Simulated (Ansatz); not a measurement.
Working through a ladder of basis sets of BClH, SMILES [BH]Cl

Program: the Ansatz DFT code, driven from Python.

At the Python prompt:
```pycon
>>> import ansatz as az
>>> bclh = (
...     az.Crystal.molecule()
...     .atom("B", (0.0735, -0.5876, -0.032))
...     .atom("Cl", (0.9564, 0.8952, 0.6234))
...     .atom("H", (-1.0408, -0.3724, -0.6047))
... )
>>> setup = (
...     bclh.calculation()
...     .functional("b3lyp", dispersion="d4")
...     .spin("collinear", total=1)
... )
>>> energies = {}
>>> for basis in ["STO-3G", "6-31G", "6-31G*", "def2-SVP", "def2-SVPD", "def2-TZVP", "def2-TZVPP"]:
...     r = setup.basis(gaussian=basis).run(threads=1).report
...     size = r["n_frozen"] + r["n_occupied"][0] + r["n_virtual"][0]
...     energies[basis] = (r["reference_energy_ev"] / 27.211386246, r["free_energy_ev"] / 27.211386246)
...     print(f"{basis:14s} {size:4d} orbitals  reference {energies[basis][0]:14.6f} Ha  total {energies[basis][1]:14.6f} Ha")
...
STO-3G           15 orbitals  reference    -480.240405 Ha  total    -480.242448 Ha
6-31G            24 orbitals  reference    -485.561535 Ha  total    -485.563578 Ha
6-31G*           36 orbitals  reference    -485.586586 Ha  total    -485.588629 Ha
def2-SVP         37 orbitals  reference    -485.439894 Ha  total    -485.441937 Ha
def2-SVPD        55 orbitals  reference    -485.448341 Ha  total    -485.450384 Ha
def2-TZVP        74 orbitals  reference    -485.627250 Ha  total    -485.629293 Ha
def2-TZVPP       87 orbitals  reference    -485.627439 Ha  total    -485.629482 Ha
>>> last = energies["def2-TZVPP"][1]
>>> for basis, (_, total) in energies.items():
...     print(f"{basis:14s} lies {27.211386 * (total - last):9.4f} eV above def2-TZVPP")
...
STO-3G         lies  146.5887 eV above def2-TZVPP
6-31G          lies    1.7933 eV above def2-TZVPP
6-31G*         lies    1.1117 eV above def2-TZVPP
def2-SVP       lies    5.1034 eV above def2-TZVPP
def2-SVPD      lies    4.8735 eV above def2-TZVPP
def2-TZVP      lies    0.0051 eV above def2-TZVPP
def2-TZVPP     lies    0.0000 eV above def2-TZVPP
```

Against STO-3G: 6-31G -5321.1 mHa, 6-31G* -5346.2 mHa, def2-SVP -5199.5 mHa, def2-SVPD -5207.9 mHa, def2-TZVP -5386.8 mHa and def2-TZVPP -5387.0 mHa. The last step alone is -0.19 mHa (these two sets differ little on atoms other than hydrogen).

The drop along the ladder measures the basis error, and is no property of the molecule. The geometry is a force-field or estimated start, not a minimum of this method, and the last set is no limit. Much of the fall in a total is atomic energy, which cancels in bond and reaction energies. The run takes the species as open-shell (spin multiplicity 2), which needn't be its ground state. Total less reference energy is the dispersion correction. b3lyp holds the VWN-RPA fit, as in Gaussian; the form of ORCA and Turbomole is b3lyp5. Totals across families of basis sets mostly measure their core functions. Run time: 7.1 s on 1 thread of Arm Neoverse V1, on a shared host, peak memory 0.2 GiB.
